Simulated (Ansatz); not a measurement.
Worked example: H₂B–CH₂⁺, singlet against H2B–CH2, doublet

Geometry (PBE0/def2-TZVP stationary point of a doublet), kept for both states (H2B–CH2, doublet: B; H2B–CH2⁺, singlet: A):

```xyz
6

B     0.0000    0.0000    0.7949
C     0.0000    0.0000   -0.7284
H     0.0720    1.0312    1.3984
H    -0.0720   -1.0312    1.3984
H    -0.0818    0.9074   -1.3217
H     0.0818   -0.9074   -1.3217
```

Basis cc-pVDZ; Ansatz 0.2.0. Only valence electrons are correlated (noble-gas cores frozen). R marks a restricted (for open shells ROHF) determinant, U an unrestricted one.

Full CI isn't at hand for all of this; UCCSDT(Q) serves as the reference, and is uncertain by the last step of the cluster series or more.

```tsv
level	E(H2B–CH2, doublet) (hartree)	E(H2B–CH2⁺, singlet) (hartree)
UHF	-64.828929	-64.478325
UMP2	-65.029591	-64.652422
UCCSD(T)	-65.071425	-64.695718
PBE	-65.166622	-64.779588
wB97M-V	-65.227986	-64.848352
UCCSDT(Q)	-65.072439	-64.696585
```

Task: Give the vertical gap, H2B–CH2⁺ singlet less H2B–CH2 doublet, at each level in eV (1 hartree = 27.2114 eV), and each error against UCCSDT(Q).

Result: UCCSDT(Q): (-64.696585 − (-65.072439)) × 27.2114 = 10.228 eV (the reference)
wB97M-V: (-64.848352 − (-65.227986)) × 27.2114 = 10.330 eV, error 0.102 eV
PBE: (-64.779588 − (-65.166622)) × 27.2114 = 10.532 eV, error 0.304 eV
UCCSD(T): (-64.695718 − (-65.071425)) × 27.2114 = 10.224 eV, error -0.004 eV
UMP2: (-64.652422 − (-65.029591)) × 27.2114 = 10.263 eV, error 0.035 eV
UHF: (-64.478325 − (-64.828929)) × 27.2114 = 9.540 eV, error -0.688 eV

Total energies of functionals can't be set beside those of wave-function methods, since they hold the core's correlation and their own absolute errors; only the differences compare.

In so small a basis the reference is far from its limit while semilocal and hybrid functionals are nearer theirs, so the functionals' errors here hold much of the reference's basis and frozen-core error, which can add to them or hide them.

Each level lands on the state that its own search finds. T1 diagnostics of restricted CCSD: 0.013 and 0.016.
